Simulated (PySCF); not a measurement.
Species, as SMILES: [SiH2] (SiH2) (closed-shell singlet).
Geometry (B3LYP-D3(BJ)/def2-TZVP, fixed):
```xyz
3

Si     0.0052     0.0009     0.1327
H     -0.0342     1.0849    -0.9366
H     -0.0389    -1.0973    -0.9218
```
Charge 0, spin multiplicity 1.

Basis-set convergence of the isotropic shielding of H2 at PBE with PySCF. GIAO, no density fitting; atoms are numbered in the order shown. All functions are spherical. Core-valence sets carry the plain set on hydrogen. No added dispersion term, no relativity. Reference: the value in pcSseg-3, 16.09 ppm, itself unsure by roughly 0.08 ppm (its mean distance from cc-pCVQZ, pcseg-3, pcSseg-2). Deviations are taken from unrounded values.

```json
[
 {"basis": "STO-3G", "functions": "11", "isotropic shielding of H2 (ppm)": "21.41", "minus reference (ppm)": "5.31"},
 {"basis": "6-31G", "functions": "17", "isotropic shielding of H2 (ppm)": "14.10", "minus reference (ppm)": "-1.99"},
 {"basis": "pcSseg-0", "functions": "17", "isotropic shielding of H2 (ppm)": "14.24", "minus reference (ppm)": "-1.85"},
 {"basis": "pcseg-0", "functions": "17", "isotropic shielding of H2 (ppm)": "14.25", "minus reference (ppm)": "-1.84"},
 {"basis": "6-31G*", "functions": "22", "isotropic shielding of H2 (ppm)": "16.30", "minus reference (ppm)": "0.21"},
 {"basis": "pcseg-1", "functions": "28", "isotropic shielding of H2 (ppm)": "15.57", "minus reference (ppm)": "-0.53"},
 {"basis": "cc-pV(D+d)Z", "functions": "33", "isotropic shielding of H2 (ppm)": "15.64", "minus reference (ppm)": "-0.46"},
 {"basis": "6-311+G**", "functions": "42", "isotropic shielding of H2 (ppm)": "16.00", "minus reference (ppm)": "-0.10"},
 {"basis": "def2-TZVPP", "functions": "70", "isotropic shielding of H2 (ppm)": "16.09", "minus reference (ppm)": "-0.01"},
 {"basis": "def2-TZVPPD", "functions": "82", "isotropic shielding of H2 (ppm)": "16.12", "minus reference (ppm)": "0.03"},
 {"basis": "aug-pcseg-2", "functions": "96", "isotropic shielding of H2 (ppm)": "16.11", "minus reference (ppm)": "0.01"},
 {"basis": "cc-pV(Q+d)Z", "functions": "124", "isotropic shielding of H2 (ppm)": "16.12", "minus reference (ppm)": "0.02"},
 {"basis": "cc-pCVQZ", "functions": "169", "isotropic shielding of H2 (ppm)": "16.15", "minus reference (ppm)": "0.06"}
]
```
